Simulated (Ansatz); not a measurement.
**AlFH3N (SMILES [NH2][AlH][F]): one structure at several levels**

The task here is to estimate one member of a computed series from the others.

The runs use Ansatz 0.2.0, Gaussian basis; single points in def2-TZVPP.

Cores are frozen in the correlated methods.

**Starting geometry**

6 atoms, charge 0, spin multiplicity 1.

Atoms are counted from 1 here; the program's logs count them from 0.

Bond lengths: N1–Al2 1.839 Å, N1–H4 1.227 Å, N1–H5 1.048 Å, Al2–F3 1.747 Å, Al2–H6 1.543 Å. Angles: Al2–N1–H4 122.6°, Al2–N1–H5 125.2°, H4–N1–H5 111.2°, N1–Al2–F3 119.6°, N1–Al2–H6 126.7°, F3–Al2–H6 112.1°.

As a file:

```mol
AlFH3N
  3D, bonds by distance, orders not assigned

  6  5  0  0  0  0  0  0  0  0999 V2000
   -0.6139    0.3101   -0.7785 N   0  0
    0.4815   -0.1057    0.6390 Al  0  0
    1.0911   -1.7339    0.8092 F   0  0
   -1.3527    1.2901   -0.7771 H   0  0
   -0.8331   -0.3289   -1.5792 H   0  0
    1.2260    0.8906    1.5526 H   0  0
  1  2  8  0
  1  4  8  0
  1  5  8  0
  2  3  8  0
  2  6  8  0
M  END
```

The first run:

run/in.yaml reads:

```yaml
crystal:
  periodic: [false, false, false]
  atoms:
    - {symbol: N, position_ang: [-0.613900, 0.310100, -0.778500]}
    - {symbol: Al, position_ang: [0.481500, -0.105700, 0.639000]}
    - {symbol: F, position_ang: [1.091100, -1.733900, 0.809200]}
    - {symbol: H, position_ang: [-1.352700, 1.290100, -0.777100]}
    - {symbol: H, position_ang: [-0.833100, -0.328900, -1.579200]}
    - {symbol: H, position_ang: [1.226000, 0.890600, 1.552600]}
basis:
  gaussian: {orbitals: def2-TZVPP}
correlation: {method: ccsd_t}
output: {forces: true}
```

The run is started by

```
> ansatz run in.yaml --threads 4 --pin off --events-out ev --progress --plain --max-ram 5222MiB
```

Among the steps run: CCSD(T)/def2-TZVPP; PBE0-D4/def2-TZVPP; wB97M-V/def2-TZVPP; r2SCAN-D4/def2-TZVPP; PBE-D4/def2-TZVPP; SPW92/def2-TZVPP; r2SCAN0-D4/def2-TZVPP.

One of the session's tables, all rows but one given; the rest of the session is left out.

| method | RMS force component (eV/Å) | angle to CCSD(T) forces (°) | dipole (D) |
| --- | --- | --- | --- |
| CCSD(T) | 1.691 | reference | 2.73 |
| PBE0-D4 | 1.733 | 1.5 | 2.79 |
| wB97M-V | 1.707 | 2.3 | 2.74 |
| r2SCAN-D4 | 1.686 | 1.4 | 2.75 |
| PBE-D4 | ? | ? | ? |
| SPW92 | 1.620 | 6.4 | 2.84 |
| r2SCAN0-D4 | 1.800 | 2.3 | 2.81 |

**Question.** Estimate the row for PBE-D4.

**Answer.** RMS force component (eV/Å): 1.574; angle to CCSD(T) forces (°): 4.9; dipole (D): 2.73. In the column «RMS force component (eV/Å)» it is the lowest.
